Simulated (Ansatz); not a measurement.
For zinc-blende HgTe, revPBE (Ansatz, a program for electronic structure, PAW) gives:

```
Property                    Value
-------------------  ------------
lattice parameter a       6.727 Å
bulk modulus             29.8 GPa
cohesive energy      1.13 eV/atom
```

**Question.** What does PBE0 (Ansatz, plane waves, PAW) give for the same quantities?

**Answer.** 
- lattice constant a: 6.558 Å (falls by 2.5 %)
- bulk modulus: 41.5 GPa (increases by 39 %)
- cohesive energy: 1.47 eV/atom (rises by 0.34 eV/atom)

For comparison: lattice constant a 6.46 Å (measured, room temperature, no zero-point or thermal correction; as tabulated in Cava et al. (2013), arXiv:1302.1059); bulk modulus 42.3 GPa (measured, temperature not stated, no zero-point or thermal correction; as tabulated in Toher et al. (2017), arXiv:1611.05714).

Changes are worked out from the printed values.

Unless a cell is named, each level is at its own relaxed cell (revPBE 38.05, PBE0 35.25 Å³/atom).

Levels without +SOC leave out spin–orbit coupling, which shifts energies and cells of such heavy elements.

Caveats: the cell is over a tenth larger than the published one: the level's own overestimate first of all, though another phase or state, or a fault of the published cell, is possible (revPBE). Ansatz's density-functional and Hartree–Fock values are scalar-relativistic unless marked +SOC, with PAW data made under PBE.
